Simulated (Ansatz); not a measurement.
C4H8O can be A, `CC1(C)CO1`, or B, `C/C=C/CO`.

Gas-phase electronic energies from Ansatz, PBE0-D4/def2-TZVP geometries. CBS: MP2 limit from def2 TZ/QZ plus the TZ coupled-cluster correction, frozen cores. DFT in def2-TZVPP. B3LYP here is the variant with VWN-RPA as its local correlation; programs differ in this. Each species was taken in one conformer, which may not be the lowest.

Question: Which is lower in electronic energy at CCSD(T)/CBS, and by how much? (Best estimate.)

Answer: Ansatz gave: B, by 6.2 kcal/mol.

Question: Give E(B) − E(A) in kcal/mol with CCSD(T)/def2-TZVPP, ωB97M-V, B3LYP, PBE0-D4, r2SCAN-D4, PBE-D4, HF/def2-TZVPP. (Best estimate.)

Answer: The calculation gave: CCSD(T)/def2-TZVPP -5.6, ωB97M-V -4.6, B3LYP -8.1, PBE0-D4 -3.3, r2SCAN-D4 -3.4, PBE-D4 -3.7, HF/def2-TZVPP -9.5. None reverses the order clearly.

Largest T1 diagnostic: 0.010.

In def2-TZVPP, CCSD(T) changes the Hartree–Fock value by +4.0 kcal/mol (the triples alone add +0.3 kcal/mol) and MP2 by +5.8 kcal/mol. The D4 term adds +0.7 kcal/mol with B3LYP and +0.4 kcal/mol with PBE0; it sums over pairs of atoms, weighted by their polarisabilities, and B3LYP, whose exchange is more repulsive, gets the larger term.
